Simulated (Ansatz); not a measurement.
## A ladder of methods for SiNH3F− (SMILES N[SiH-]F)

The species is SiNH3F− (6 atoms), meant as a singlet with charge -1. As SMILES, `N[SiH-]F`. The coordinates come from a GFN2-xTB relaxation. This is one conformer, not always the lowest.

```xyz
6

N    -0.7063    0.0641   -0.6564
Si   -0.0184   -0.5726    0.8640
F     1.3438   -1.3628    0.1754
H    -1.4214    0.7597   -0.4736
H    -0.0321    0.4875   -1.2964
H     0.8344    0.6242    1.3869
```

Quantity: the energy change with the N1–H4 bond stretched from 1.014 to 2.535 Å, in eV. The values are calculated.

| level | kind | program | value (eV) | CPU time (all runs) |
| --- | --- | --- | --- | --- |
| BLYP/STO-3G (restricted) | GGA | Ansatz | 4.81 | 4.1 s |
| B3LYP/STO-3G (restricted) | global hybrid | Ansatz | 5.94 | 3 s |
| BHLYP/STO-3G (restricted) | global hybrid | Ansatz | ? | 2.9 s |
| PBE0/STO-3G (restricted) | global hybrid | Ansatz | ? | 2.9 s |
| HSE06/STO-3G (restricted) | range-separated hybrid | Ansatz | 6.37 | 4.9 s |
| CCSD(T)/STO-3G (restricted) | coupled cluster or CI | Ansatz | 4.25 | 0.56 s |
| CCSDT/STO-3G (restricted) | coupled cluster or CI | Ansatz | 4.49 | 1.4 s |
| CCSDTQ/STO-3G (restricted) | coupled cluster or CI | Ansatz | 4.48 | 45 s |
| FCI/STO-3G | exact in the basis | Ansatz | 4.48 | 2.3 min |

(1) Estimate the missing values from the other rows.

Answers

(1) As computed at these levels: BHLYP/STO-3G (restricted): 7.42 eV; PBE0/STO-3G (restricted): 6.41 eV. Sets without diffuse functions describe the anion poorly. The first shape isn't each level's own minimum. The values span 4.25 to 7.42 eV. All rows use very small basis sets, so even the best lies far from the true value. CPU times are rough (shared hosts, several kinds of processor): they show what a rung costs within a factor of a few.
